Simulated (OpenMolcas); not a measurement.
# One shape, several levels: HF (hydrogen fluoride)

We compute a comparison of 6 runs (HF/3-21G, PBE/3-21G, PBE0/3-21G, r2SCAN/3-21G, MP2/3-21G, CCSD(T)/3-21G) of HF (hydrogen fluoride). 

The calculation is run with OpenMolcas 26.06.

1 further run of the same task is left out (set aside as unsound or not needed).

### 1 The system as given

HF: 2 atoms, total charge 0, spin state singlet. SMILES: `F`. The F1–H2 distance was set to 1.150 Å, away from the relaxed value.

Bond lengths: F1–H2 1.150 Å.

### 2 A single-point energy at HF/3-21G (run 1)

The input, input.xyz:

```xyz
2

F     -0.585041     0.216915    -0.294621
H      0.390000    -0.144600     0.196400
```

The input, job.inp:

```
&GATEWAY
  BasLib=$CurrDir
  Coord=input.xyz
  Basis=3-21G
  Group=NoSym

&SEWARD

&SCF
  Thresholds=1e-10 1e-07 1e-07 1e-05
  PrOrbitals=1 1
```

The basis set 3-21G is read from a file made from the Basis Set Exchange's data (not shown).

On the command line:

```sh
$ export MOLCAS_MEM=1860
$ pymolcas job.inp > job.log
```

What it wrote:

```text
--- Start Module: gateway ---
[...]
--- Stop Module: gateway /rc=_RC_ALL_IS_WELL_ ---
--- Start Module: seward ---
[...]
      Basis functions           11
--- Stop Module: seward /rc=_RC_ALL_IS_WELL_ ---
--- Start Module: scf ---
[...]
       Convergence after   9 Iterations
[...]
::    Total SCF energy                                -99.4287813382
[...]
      Total spin, S                                     0.0000000000
[...]
      Total electronic charge=   10.000000
      Total            charge=   -0.000000
[...]
      Dipole Moment (debye):
      Origin of the operator (angstrom)=   -0.5359    0.1987   -0.2699
                   X=  1.9496E+00               Y= -7.2285E-01               Z=  9.8180E-01           Total=  2.2994E+00
      Quadrupole Moment (debye*angstrom):
[...]
--- Stop Module: scf /rc=_RC_ALL_IS_WELL_ ---
[...]
```

Wall time 1.2 s (1 thread of Arm Neoverse V2, shared host); peak memory 0.37 GiB.

### 3 A single-point energy at PBE/3-21G (run 2)

input.xyz is that of step 2.

The input, job.inp:

```
&GATEWAY
BASLIB = $CurrDir
COORD = input.xyz
BASIS = 3-21G
GROUP = NoSym
&SEWARD
GRIDINPUT
Grid=UltraFine
End of Grid
&SCF
KSDFT = PBE
THRESHOLDS = 1e-10 1e-07 1e-07 1e-05
PRORBITALS = 1 1
```

The basis set 3-21G is read from a file made from the Basis Set Exchange's data (not shown).

On the command line:

```sh
$ export MOLCAS_MEM=1860
$ pymolcas job.inp > job.log
```

What it wrote:

```text
--- Start Module: gateway ---
[...]
--- Stop Module: gateway /rc=_RC_ALL_IS_WELL_ ---
--- Start Module: seward ---
[...]
      Basis functions           11
--- Stop Module: seward /rc=_RC_ALL_IS_WELL_ ---
--- Start Module: scf ---
[...]
       Convergence after   9 Iterations
[...]
::    Total KS-DFT energy                             -99.7441300549
[...]
      Total spin, S                                     0.0000000000
[...]
      Total electronic charge=   10.000000
      Total            charge=   -0.000000
[...]
      Dipole Moment (debye):
      Origin of the operator (angstrom)=   -0.5359    0.1987   -0.2699
                   X=  1.6310E+00               Y= -6.0473E-01               Z=  8.2137E-01           Total=  1.9237E+00
      Quadrupole Moment (debye*angstrom):
[...]
--- Stop Module: scf /rc=_RC_ALL_IS_WELL_ ---
[...]
```

Run time: 1.9 s. Hardware: 1 thread of Arm Neoverse V2, shared host; peak memory 0.37 GiB.

Runs 3 to 5 aren't shown in full; the table further down has their settings and results.

### 4 The energy at CCSD(T)/3-21G (run 6)

input.xyz is that of step 3.

The input, job.input:

```
* FH CCSD(T)

&GATEWAY
 BasLib=$CurrDir
 Coord=input.xyz
 Basis=3-21G
 Group=NoSym

&SEWARD

&SCF
 Thresholds=1e-10 1e-07 1e-07 1e-05
 PrOrbitals=1 1

&RASSCF
 FileOrb=$Project.ScfOrb
 Spin=1
 Nactel=0 0 0
 Inactive=5
 Ras2=0
 OutOrbitals=Canonical
 OrbListing=Nothing

&MOTRA
 JobIph
 Frozen=1

&CCSDT
 CCT
 Triples=2
 Iterations=80
 Accuracy=1e-08
 Extrapolation=5 4
```

The basis set 3-21G is read from a file made from the Basis Set Exchange's data (not shown).

On the command line:

```sh
$ export MOLCAS_MEM=1860
$ pymolcas job.input > job.log
```

What it wrote:

```text
--- Start Module: gateway ---
[...]
--- Stop Module: gateway /rc=_RC_ALL_IS_WELL_ ---
[...]
      Basis functions           11
[...]
       Convergence after   9 Iterations
[...]
::    Total SCF energy                                -99.4287813382
[...]
      Total spin, S                                     0.0000000000
[...]
      Number of active orbitals                  0
[...]
      Spin quantum number                      0.0
[...]
      Active orbitals                            0
[...]
      Number of CSFs                             1
[...]
      Number of root(s) required                 1
[...]
      Convergence after  4 iterations
[...]
      Natural orbitals and occupation numbers for root  1
      ************************************************************************************************************************
      *                                                    Final results                                                     *
      ************************************************************************************************************************
[...]
::    RASSCF root number  1 Total energy:    -99.42878134
[...]
      Total electronic charge=   10.000000
      Total            charge=   -0.000000
[...]
      Dipole Moment (debye):
      Origin of the operator (angstrom)=   -0.5359    0.1987   -0.2699
                   X=  1.9496E+00               Y= -7.2285E-01               Z=  9.8180E-01           Total=  2.2994E+00
      Quadrupole Moment (debye*angstrom):
[...]
--- Start Module: motra ---
[...]
      *** WARNING: Default frozen orbitals is overwritten by user input.
      *** Default values:   1
[...]
--- Stop Module: motra /rc=_RC_ALL_IS_WELL_ ---
--- Start Module: ccsdt ---
[...]
      Convergence after                    11  Iterations
      Total energy (diff) :     -99.56531356      -0.00000000
[...]
 METHOD                       : CCSD+T(CCSD)+<T3(1)WT1> = CCSD(T)
[...]
       CCSD     =       -99.5653135600884
[...]
--- Stop Module: ccsdt /rc=_RC_ALL_IS_WELL_ ---
[...]
```

It took 1.7 s on 1 thread of Arm Neoverse V2, shared host; peak memory 0.37 GiB.

### 5 All runs side by side

| run | level | integration grid | frozen core orbitals | energy (Eh) | dipole moment (D) of the reference | HOMO energy (eV) | LUMO energy (eV) | wall time |
| --- | --- | --- | --- | --- | --- | --- | --- | --- |
| 1 | HF/3-21G | – | – | -99.428781 | 2.30 | -15.97 | 4.88 | 1.2 s |
| 2 | PBE/3-21G | UltraFine | – | -99.744130 | 1.92 | -6.71 | -0.57 | 1.9 s |
| 3 | PBE0/3-21G | UltraFine | – | -99.748952 | 2.06 | -9.32 | 0.64 | 1.9 s |
| 4 | r2SCAN/3-21G | UltraFine | – | -99.799938 | 2.06 | -7.46 | -0.18 | 2.2 s |
| 5 | MP2/3-21G | – | 1 | -99.559632 | 2.30 | -15.97 | 4.88 | 1.3 s |
| 6 | CCSD(T)/3-21G | – | 1 | -99.566444 | 2.30 | -15.97 | 4.88 | 1.7 s |

### 6 Outcome

| quantity | value |
| --- | --- |
| run 6: total energy | -99.56644 Eh |
| run 6: dipole moment (mean-field density) | 2.30 D |
| run 6: HOMO energy (Hartree–Fock orbitals) | -15.97 eV |
| run 6: LUMO energy (Hartree–Fock orbitals) | 4.88 eV |
| run 6: HOMO–LUMO gap (Hartree–Fock orbitals) | 20.85 eV |
| run 6: correlation energy (1 core orbital frozen) | -137.7 mEh |
| run 6: (T) correction | -1.13 mEh |

What this shows: Below the HF energy at the same shape and in the same basis (3-21G): MP2 -130.9 mEh; CCSD(T) -137.7 mEh. Over runs 1, 2, 3, 4 the dipole moment (its size) runs from 1.92 D (PBE/3-21G) to 2.30 D (HF/3-21G). Over runs 1, 2, 3, 4 the HOMO–LUMO gap runs from 6.14 eV (PBE/3-21G) to 20.85 eV (HF/3-21G). Exact exchange widens orbital gaps. Totals of different functionals can't be ranked against each other. All runs together took 10 s, the longest 2.2 s.
